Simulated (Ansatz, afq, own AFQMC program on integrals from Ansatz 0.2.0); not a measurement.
# SiGeH2, singlet in cc-pVDZ along one coordinate

```tsv
atom	x (Å)	y (Å)	z (Å)
Si	0.0000	0.0000	1.5778
Ge	0.0000	0.0000	-0.6770
H	0.0000	1.2330	2.4116
H	0.0000	-1.2330	2.4116
```

The Si1–Ge2 distance is changed with both sides rigid. Energies in kJ/mol count from this geometry (2.255 Å) at the same level; the start stands on RHF, each point on the determinant named.

Basis cc-pVDZ. Only valence electrons are correlated. Ansatz 0.2.0 and our own AFQMC program on the same integrals; the CISD trial comes from CCSD amplitudes, and released means the phaseless constraint is let go. Error bars are statistical, one sigma. No spin–orbit coupling.

Cautions, each for one point or more: (Q) is large, so the cluster series hasn't closed; (T) is large; CCSDT(Q) on the UHF determinant differs, by its state or its frozen core; higher spins were not checked; inner d shell frozen; no relativity below Rb; no spin-orbit coupling; released walk and highest rung disagree; restricted determinant unstable towards unrestricted; strong correlation.

```csv
r(Si1–Ge2) / Å,det.,T1,weight,CCSD(T),ph-AFQMC/CISD,released AFQMC,CCSDT(Q),HF,B2PLYP
2.046,RHF,0.019,0.85,57.9,59.7 ± 1.6,–,58.5,44.1,47.5
2.490,RHF,0.024,0.82,13.9,14.5 ± 2.0,13.6 ± 2.2*,12.9,34.2,30.0§
3.061,RHF¶,0.113,0.64,133.2,143.7 ± 3.2,145.5 ± 4.6*,130.2,195.0,–
6.132,RHF,0.012,0.71,340.1,334.7 ± 2.7,340.0 ± 4.3*,–,301.8,288.9§
```

Weight is that of the determinant in the CISD state; at the start T1 is 0.020 and the weight 0.84. ¶ marks points with a poor determinant and no full CI, where no value is sure; they don't count among the departures. An asterisk marks released energies that aren't shown to be converged. A dash marks a missing value, a released energy that hasn't settled or a functional that sits on another state. § marks a functional whose ⟨S²⟩ is too high by over 0.1 (B2PLYP at the start too). Largest departures from CCSDT(Q), at the points where its series has closed: CCSD(T) 1.0 kJ/mol at 2.490 (on RHF), ph-AFQMC/CISD 1.5 kJ/mol at 2.490 (on RHF) (within the noise), HF 21.3 kJ/mol at 2.490 (on RHF). The functionals aren't scored here. In this small basis the wave-function levels are far from their limit, so their gap to the functionals isn't the functionals' error.

Some points may be missing: those where a free walk finds a much lower state, and past Zn most of those on another determinant than at the start.

A walk keeps the symmetry of its determinant, which the program's search chose and which needn't be the lowest solution, so a lower state of the same spin and another symmetry isn't excluded.
